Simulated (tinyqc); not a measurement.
RHF in the sto-6g basis, for OH-, spin multiplicity 1, step by step (part 2 of 2). The basis has no diffuse functions, so it cannot describe the extra electron: this is an exercise in the method, not the real anion. Computed by tinyqc, a small Python program that keeps every step (integrals from PySCF). Command: `OMP_NUM_THREADS=1 python tinyqc.py 27306 27307 out.jsonl` (the two numbers bound the seeds that draw the settings). One thread of a shared host (Intel(R) Xeon(R) Processor @ 2.60GHz), about 0.09 s of CPU time with the checks.

Geometry (angstrom):
```
atom        x        y        z
O     0.00000  0.00000  0.00000
H     0.00000  0.00000  1.32800
```

## Populations, bond orders and dipole

D after iteration 8, order 1O 1s, 1O 2s, 1O 2px, 1O 2py, 1O 2pz, 2H 1s:
```
[[2.11199, -0.48817, 0.00000, 0.00000, 0.06666, 0.02495],
 [-0.48817, 2.14426, 0.00000, 0.00000, -0.34257, -0.25552],
 [0.00000, 0.00000, 2.00000, 0.00000, 0.00000, 0.00000],
 [0.00000, 0.00000, 0.00000, 2.00000, 0.00000, 0.00000],
 [0.06666, -0.34257, 0.00000, 0.00000, 0.44296, 0.73930],
 [0.02495, -0.25552, 0.00000, 0.00000, 0.73930, 1.28719]]
```

overlap S, order 1O 1s, 1O 2s, 1O 2px, 1O 2py, 1O 2pz, 2H 1s:
```
[[1.00000, 0.23114, 0.00000, 0.00000, 0.00000, 0.02354],
 [0.23114, 1.00000, 0.00000, 0.00000, 0.00000, 0.27088],
 [0.00000, 0.00000, 1.00000, 0.00000, 0.00000, 0.00000],
 [0.00000, 0.00000, 0.00000, 1.00000, 0.00000, 0.00000],
 [0.00000, 0.00000, 0.00000, 0.00000, 1.00000, 0.25465],
 [0.02354, 0.27088, 0.00000, 0.00000, 0.25465, 1.00000]]
```

Mulliken: Z minus the diagonal of D S on the atom; Loewdin: the same with S^(1/2) D S^(1/2); Mayer order: 2 sum_s sum (D(s) S)_ij (D(s) S)_ji over the two atoms.

Charges (e):
```
atom  Mulliken   Loewdin
1O    -0.59317  -0.60424
2H    -0.40683  -0.39576
```

Mayer bond orders:
```
pair    order
2-1   0.83449
```

dipole moment about the origin, x y z (debye): [0.00000, 0.00000, -2.01866]
